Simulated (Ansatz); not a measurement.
# P₂ (singlet): from Hartree-Fock to the top rungs, cc-pVDZ

How much of the correlation energy of P₂ (singlet) does each wave-function method recover here?

Program: Ansatz 0.2.0, Gaussian basis. Level of theory: cc-pVDZ, core rule «outside noble gas», up to 10 orbitals frozen. These are calculated values, not measurements.

To be run: UHF; CCSD(T) on RHF; CCSD(T) on UHF; BCCD(T) on RHF; CISD; CCSDT(Q) on RHF; CCSDT(Q) on UHF; CCSDTQ on RHF; CASSCF and MRCISD+Q, 10 electrons in 8 orbitals; CASSCF and NEVPT4(SD), 10 electrons in 8 orbitals; CASSCF and NEVPT2, 10 electrons in 8 orbitals.

19 further runs of the same task are left out: 7 that didn't finish, 12 set aside as unsound or not needed.

## 1. The system

The geometry is a PBE0/def2-TZVP stationary point (not a proven minimum) of the parent state, kept for this charge and spin.

2 atoms, charge 0, spin multiplicity 1.

Atoms are counted from 1 here; the program's logs count them from 0.

Bond lengths: P1–P2 2.056 Å.

## 2. UHF

Input file in.yaml:

```yaml
crystal:
  periodic: [false, false, false]
  atoms:
    - {symbol: P, position_ang: [0.000000, 0.000000, 0.000000]}
    - {symbol: P, position_ang: [0.000000, 0.000000, 2.055800]}
basis:
  gaussian: {orbitals: cc-pVDZ}
magnetization: {spin_polarized: true, initial_magnetization: 0}
hamiltonian: {xc: hf}
output: {orbitals: {seedname: orbitals}}
```

On the command line:

```console
ansatz run in.yaml --threads 1 --pin off --events-out ev --progress --plain --max-ram 2393MiB
```

The runs that follow: CCSD(T) on RHF; CCSD(T) on UHF; BCCD(T) on RHF; CISD; CCSDT(Q) on RHF; CCSDT(Q) on UHF; CCSDTQ on RHF; CASSCF and MRCISD+Q, 10 electrons in 8 orbitals; CASSCF and NEVPT4(SD), 10 electrons in 8 orbitals; CASSCF and NEVPT2, 10 electrons in 8 orbitals.

Q: Predict the results of all the runs planned. Wanted: RCCSDTQ below the RHF energy; RMP2 from RCCSDTQ; UMP2 from RCCSDTQ; RCCSD from RCCSDTQ; RCCSD(T) from RCCSDTQ; UCCSD(T) from RCCSDTQ; RCCSDT(Q) from RCCSDTQ; UCCSDT(Q) from RCCSDTQ; NEVPT2 valence from RCCSDTQ.

The runs gave:

| quantity | value |
| --- | --- |
| RCCSDTQ below the RHF energy | -7.5797 eV |
| RMP2 from RCCSDTQ | +20.24 kcal/mol |
| UMP2 from RCCSDTQ | +48.79 kcal/mol |
| RCCSD from RCCSDTQ | +12.68 kcal/mol |
| RCCSD(T) from RCCSDTQ | +1.75 kcal/mol |
| UCCSD(T) from RCCSDTQ | +4.96 kcal/mol |
| RCCSDT(Q) from RCCSDTQ | -0.21 kcal/mol |
| UCCSDT(Q) from RCCSDTQ | +0.10 kcal/mol |
| NEVPT2 valence from RCCSDTQ | +22.28 kcal/mol |
| NEVPT4(SD) valence from RCCSDTQ | +1.48 kcal/mol |
| MRCISD+Q valence from RCCSDTQ | -0.39 kcal/mol |
| levels within 1 kcal/mol (43 meV) | RCCSDT(Q), UCCSDT(Q), MRCISD+Q valence |
| T1 diagnostic | 0.019 |
| effectively unpaired electrons | 0.23 |

**Reading.** RCCSD(T) lands +1.75 kcal/mol from the yardstick (1.0 % of the correlation energy). CCSD(T) misses by +1.75 kcal/mol on the restricted determinant and by +4.96 kcal/mol on the unrestricted one; the two need not hold the same state or core. The occupations show some static correlation. Of the multireference levels listed MRCISD+Q valence comes nearest in total energy (-0.39 kcal/mol), which doesn't show that its space is the better one. These misses are within one basis, not against nature.
